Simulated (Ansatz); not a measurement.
Zinc-blende GaAs, treated with LDA (Ansatz, a first-principles code, plane waves, PAW).

Total energies, extrapolated to zero smearing (they compare only within this program, potentials and cutoff; free atoms with spin allowed, lowest state found):

```csv
system,energy (eV/atom)
"zinc-blende GaAs, relaxed",-4240.6490
free Ga atom,-3703.5394
free As atom,-4769.6803
```

Q: Work out the cohesive energy per atom.

A: E_coh = [1 × (-3703.5394) + 1 × (-4769.6803)]/2 − (-4240.6490) = 4.04 eV/atom. The reference value is 3.34 eV/atom (measured, static lattice: zero-point vibration energy added, our sources range from 3.34 to 3.39; as tabulated in Mejia-Rodriguez and Trickey (2018), arXiv:1807.09216), a difference of +0.70 eV/atom.

The PAW data were made under PBE.
